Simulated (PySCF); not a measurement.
**C3H4F2 (SMILES F/C=C\CF) at 5 levels**

Aim: a comparison of 5 runs (HF/3-21G, HF/def2-SVP, HF/6-311G**, B3LYP/6-31G*, PBE0/def2-SVP) of C3H4F2. Input form: a Python script.

Program for the calculation: PySCF 2.14.0.

## Step 1: The system as given

C3H4F2 has 9 atoms, charge 0, and is taken as a singlet. SMILES: `F/C=C\CF`. Geometry: relaxed at PBE0-D4/def2-TZVP. This is one conformer, not always the lowest.

Bond lengths: F1–C2 1.336 Å, C2–C3 1.320 Å, C3–C4 1.485 Å, C4–F5 1.387 Å, C2–H6 1.084 Å, C3–H7 1.084 Å, C4–H8 1.095 Å, C4–H9 1.091 Å. Some angles: F1–C2–C3 122.6°, C2–C3–C4 124.9°, C3–C4–F5 109.9°, F1–C2–H6 112.2°, C3–C2–H6 125.2°, C2–C3–H7 117.2°, C4–C3–H7 117.9°, C3–C4–H8 111.0°, C3–C4–H9 111.5°, F5–C4–H8 107.0°.

## Step 2: Energy and forces at HF/3-21G (run 1)

job.py

```python
import pyscf.grad
from pyscf import gto

molecule = gto.M(
    atom=[
    ('F', (-1.771300, 0.696200, -0.764200)),
    ('C', (-0.756800, -0.083800, -1.148800)),
    ('C', (0.269900, -0.355400, -0.364300)),
    ('C', (0.439500, 0.155200, 1.019400)),
    ('F', (1.656600, 0.811400, 1.133700)),
    ('H', (-0.888900, -0.458700, -2.156900)),
    ('H', (1.042400, -1.001300, -0.765600)),
    ('H', (0.449800, -0.666700, 1.742700)),
    ('H', (-0.352600, 0.856800, 1.286900)),
],
    basis='3-21g',
    verbose=4,
    charge=0,
    max_memory=1860,
)

mf = molecule.RHF()
mf.conv_tol = 1e-10
mf.kernel()
if not mf.converged:
    mf = mf.newton().run(mf.mo_coeff, mf.mo_occ)

e_final = mf.e_tot
print('E = %.10f Eh' % e_final)
grad = mf.Gradients().kernel()
mf.analyze()
```

Started as:

```bash
$ OMP_NUM_THREADS=1 python job.py
```

Output:

```text
PySCF version 2.14.0

[... 84 lines left out ...]
Two-electron Energy =                  285.107003851311333
[... 12 lines left out ...]
MO #9   energy= -0.950237291608035 occ= 2
[... 10 lines left out ...]
MO #20  energy= -0.389516538249206 occ= 2
[... 10 lines left out ...]
MO #31  energy= 0.92785997163742   occ= 0
[... 10 lines left out ...]
MO #42  energy= 1.49728060120206   occ= 0
[... 10 lines left out ...]
MO #53  energy= 4.11830779720456   occ= 0
[... 65 lines left out ...]
Dipole moment(X, Y, Z, Debye): -0.74726, -2.07472, -0.92342
```

It took 3.6 s on 1 thread of Intel Xeon at 2.50GHz (Skylake/Cascade Lake), shared host; peak memory 0.13 GiB.

## Step 3: Energy and forces at HF/def2-SVP (run 2)

input.py

```python
# FC=CCF
import pyscf.grad
from pyscf import gto, scf

mol = gto.M(
    atom='''
F       -1.771300       0.696200      -0.764200
C       -0.756800      -0.083800      -1.148800
C        0.269900      -0.355400      -0.364300
C        0.439500       0.155200       1.019400
F        1.656600       0.811400       1.133700
H       -0.888900      -0.458700      -2.156900
H        1.042400      -1.001300      -0.765600
H        0.449800      -0.666700       1.742700
H       -0.352600       0.856800       1.286900
''',
    charge=0,
    max_memory=1860,
    basis='def2-svp',
    verbose=4,
)

mf = scf.RHF(mol)
mf.conv_tol = 1e-10
mf.kernel()
if not mf.converged:
    mf = mf.newton().run(mf.mo_coeff, mf.mo_occ)

e_final = mf.e_tot
print('E = %.10f Eh' % e_final)
grad = mf.Gradients().kernel()
mf.analyze()
```

Started as:

```bash
$ OMP_NUM_THREADS=1 python input.py
```

Output:

```text
PySCF version 2.14.0

[... 93 lines left out ...]
MO #5   energy= -11.250884933389   occ= 2
[... 16 lines left out ...]
MO #22  energy= 0.189935400006141  occ= 0
[... 16 lines left out ...]
MO #39  energy= 0.86033590148262   occ= 0
[... 16 lines left out ...]
MO #56  energy= 1.88261084610411   occ= 0
[... 16 lines left out ...]
MO #73  energy= 2.68188274505332   occ= 0
[... 16 lines left out ...]
MO #90  energy= 4.26751973903397   occ= 0
[... 102 lines left out ...]
Dipole moment(X, Y, Z, Debye): -0.74185, -1.94652, -0.85416
```

Run time: 15 s. Hardware: 1 thread of Intel Xeon at 2.50GHz (Skylake/Cascade Lake), shared host; peak memory 0.18 GiB.

Run 3 isn't shown in full; the table further down has it.

## Step 4: Energy and gradient at B3LYP/6-31G(d) (Cartesian functions) (run 4)

geometry.xyz

```xyz
9

F     -1.771300     0.696200    -0.764200
C     -0.756800    -0.083800    -1.148800
C      0.269900    -0.355400    -0.364300
C      0.439500     0.155200     1.019400
F      1.656600     0.811400     1.133700
H     -0.888900    -0.458700    -2.156900
H      1.042400    -1.001300    -0.765600
H      0.449800    -0.666700     1.742700
H     -0.352600     0.856800     1.286900
```

input.py

```python
from pyscf import gto, dft

mol = gto.M(
    atom='geometry.xyz',
    basis='6-31g*',
    verbose=4,
    max_memory=1860,
    charge=0,
    cart=True,
)

calc0 = dft.RKS(mol)
calc0.xc = 'b3lyp'
calc0.grids.level = 5
calc0.conv_tol = 1e-10
calc0.kernel()
if not calc0.converged:
    calc0 = calc0.newton().run(calc0.mo_coeff, calc0.mo_occ)

e_tot = calc0.e_tot
print('E = %.10f Eh' % e_tot)
grad = calc0.nuc_grad_method().kernel()
calc0.analyze()
```

Started as:

```bash
$ OMP_NUM_THREADS=1 python input.py
```

Output:

```text
PySCF version 2.14.0

[... 105 lines left out ...]
MO #3   energy= -10.2770647215656  occ= 2
[... 15 lines left out ...]
MO #19  energy= -0.33401021811004  occ= 2
[... 15 lines left out ...]
MO #35  energy= 0.617970784556463  occ= 0
[... 15 lines left out ...]
MO #51  energy= 1.3951580277174    occ= 0
[... 15 lines left out ...]
MO #67  energy= 2.1456724718656    occ= 0
[... 15 lines left out ...]
MO #83  energy= 4.47300492983879   occ= 0
[... 95 lines left out ...]
Dipole moment(X, Y, Z, Debye): -0.67309, -1.51698, -0.74560
```

It took 55 s on 1 thread of Intel Xeon at 2.50GHz (Skylake/Cascade Lake), shared host; peak memory 0.81 GiB.

## Step 5: Energy and gradient at PBE0/def2-SVP (run 5)

input.py

```python
from pyscf import gto, dft

mol = gto.M(
    atom='''
F     -1.771300     0.696200    -0.764200
C     -0.756800    -0.083800    -1.148800
C      0.269900    -0.355400    -0.364300
C      0.439500     0.155200     1.019400
F      1.656600     0.811400     1.133700
H     -0.888900    -0.458700    -2.156900
H      1.042400    -1.001300    -0.765600
H      0.449800    -0.666700     1.742700
H     -0.352600     0.856800     1.286900
''',
    verbose=4,
    max_memory=1860,
    basis='def2-svp',
    spin=0,
    charge=0,
)

mf = dft.RKS(mol, xc='pbe0')
mf.grids.level = 5
mf.conv_tol = 1e-10
mf.kernel()
if not mf.converged:
    mf = mf.newton().run(mf.mo_coeff, mf.mo_occ)

energy = mf.e_tot
print('E = %.10f Eh' % energy)
grad = mf.nuc_grad_method().kernel()
dip = mf.dip_moment()
pop, q = mf.mulliken_pop()
```

Started as:

```bash
$ OMP_NUM_THREADS=1 python input.py
```

Output:

```text
PySCF version 2.14.0

[... 78 lines left out ...]
converged SCF energy = -315.799187607371
[... 13 lines left out ...]
Dipole moment(X, Y, Z, Debye): -0.70180, -1.60412, -0.73062
[... 100 lines left out ...]
charge of    8H =      0.04089
```

Wall time 68 s (1 thread of Intel Xeon at 2.50GHz (Skylake/Cascade Lake), shared host); peak memory 0.89 GiB.

## Step 6: Overview of the runs

| run | level | Cartesian functions | integration grid | energy (Eh) | dipole moment (D) | HOMO energy (eV) | LUMO energy (eV) | wall time |
| --- | --- | --- | --- | --- | --- | --- | --- | --- |
| 1 | HF/3-21G | no | – | -313.053757 | 2.39 | -10.60 | 4.41 | 3.6 s |
| 2 | HF/def2-SVP | no | – | -314.523944 | 2.25 | -10.69 | 4.18 | 15 s |
| 3 | HF/6-311G** | no | – | -314.854057 | 2.23 | -10.62 | 4.17 | 34 s |
| 4 | B3LYP/6-31G* (Cartesian functions) | yes | 5 | -316.361189 | 1.82 | -7.24 | 0.21 | 55 s |
| 5 | PBE0/def2-SVP | no | 5 | -315.799188 | 1.90 | -7.78 | 0.09 | 68 s |

## Step 7: What came out

| quantity | value |
| --- | --- |
| run 5: total energy | -315.79919 Eh |
| run 5: dipole moment | 1.90 D |
| run 5: HOMO energy | -7.78 eV |
| run 5: LUMO energy | 0.09 eV |
| run 5: HOMO–LUMO gap | 7.87 eV |
| run 5: largest force on an atom | 0.719 eV/Å |

In words: The dipole moment (its size) runs from 1.82 D (B3LYP/6-31G*) to 2.39 D (HF/3-21G). The two ends differ in method and basis. The HOMO–LUMO gap runs from 7.44 eV (B3LYP/6-31G*) to 15.01 eV (HF/3-21G). Totals of different functionals can't be ranked against each other. All runs together took 2.9 min, the longest 68 s.
